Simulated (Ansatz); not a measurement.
A made-up structure of C2H5Si, doublet:

| atom | x (Å) | y (Å) | z (Å) |
| --- | --- | --- | --- |
| C1 | -1.5778 | 0.5123 | -1.0481 |
| Si2 | 0.7140 | -0.6469 | 0.7431 |
| C3 | -0.0399 | 0.6044 | -0.4092 |
| H4 | -2.5592 | 0.4905 | -1.4805 |
| H5 | 0.5957 | 1.4186 | -0.6475 |
| H6 | 1.0723 | -0.0378 | 1.9747 |
| H7 | 1.8910 | -1.2018 | 0.1748 |
| H8 | -0.2099 | -1.6942 | 1.0000 |

It is relaxed with PBE-D4/def2-SVP and then PBE0-D4/def2-TZVP (Ansatz 0.2.0). Atoms count as bonded within 1.22 times the sum of their covalent radii (H–H: 0.88 Å). The end point is not checked to be a true minimum.

(1) Does its bonding change? (A judgement: the text doesn't fix the answer.)

Answers

(1) The calculation gives: No: no bond forms or breaks.

Where it ends: The first stage lowers the energy by 2.58 eV in 9 steps. It ends as C₂H₅Si ([CH][CH][SiH3]):
C1  (-1.430, 0.307, -0.849)
Si2  (0.660, -0.659, 0.726)
C3  (-0.214, 0.518, -0.433)
H4  (-2.172, 0.770, -1.486)
H5  (0.327, 1.413, -0.766)
H6  (1.046, 0.055, 1.973)
H7  (1.904, -1.165, 0.087)
H8  (-0.234, -1.795, 1.054)
(Å)

Labels in which every atom is bracketed show which atoms are joined, not bond orders.

For scale, one of the runs: PBE0-D4/def2-TZVP relaxation, 129 basis functions, launched by `ansatz run in.yaml --threads 2 --pin off --events-out ev --progress --plain --max-ram 4352MiB`. The run took about 29 s on 2 CPU threads of an Arm Neoverse N1 (shared host).
